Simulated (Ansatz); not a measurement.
`[F][Al][F]`• → Al• + 2 F•  (atomization)

Calculated with Ansatz (gas phase, PBE0-D4/def2-TZVP geometries, no zero-point term in ΔE). CBS: def2 TZ/QZ extrapolation, frozen cores. Functionals use def2-TZVPP. No spin–orbit coupling; open shells (•) take unrestricted orbitals. Spin–orbit coupling would lower the free atoms: a little for Al, F.

`[F][Al][F]`•:

Cartesian coordinates in Å:
```
F -1.197 -0.444 -0.688
Al -0.203 0.408 0.311
F 1.400 0.036 0.377
```

```json
{"level": "BHLYP-D4", "ΔE (kJ/mol)": "1051.9"}
{"level": "ωB97M-V", "ΔE (kJ/mol)": "1110.5"}
{"level": "BLYP", "ΔE (kJ/mol)": "1119.5"}
{"level": "r2SCAN", "ΔE (kJ/mol)": "1137.4"}
{"level": "r2SCAN0", "ΔE (kJ/mol)": "1092.6"}
{"level": "LC-ωPBE", "ΔE (kJ/mol)": "1135.8"}
{"level": "HF/def2-QZVPP", "ΔE (kJ/mol)": "857.5"}
{"level": "CCSD(T)/def2-QZVPP", "ΔE (kJ/mol)": "1122.7"}
```

Q: What does CCSD(T)/CBS give? (Best estimate.)

A: The calculation gave: +1138.9 kJ/mol. The listed levels differ from it by -87.0, -28.4, -19.4, -1.5, -46.3, -3.1, -281.4, -16.2 kJ/mol.

Largest T1 diagnostic among the species: 0.018.

From PBE to PBE0 (25 % exact exchange), in def2-TZVPP and without D4, ΔE moves by −44.4 kJ/mol: exact exchange takes away binding that semilocal exchange gives to molecules. At CCSD(T), def2-SVP lies −105.9 kJ/mol from the extrapolated value and def2-TZVPP −46.0 kJ/mol: correlation converges slowly with the basis, and small sets miss more of it in the bonded molecule than in its fragments.

CCSD(T)/CBS has its own doubt, a few kJ/mol and more with outer-core shells, so smaller differences from it don't rank the levels.
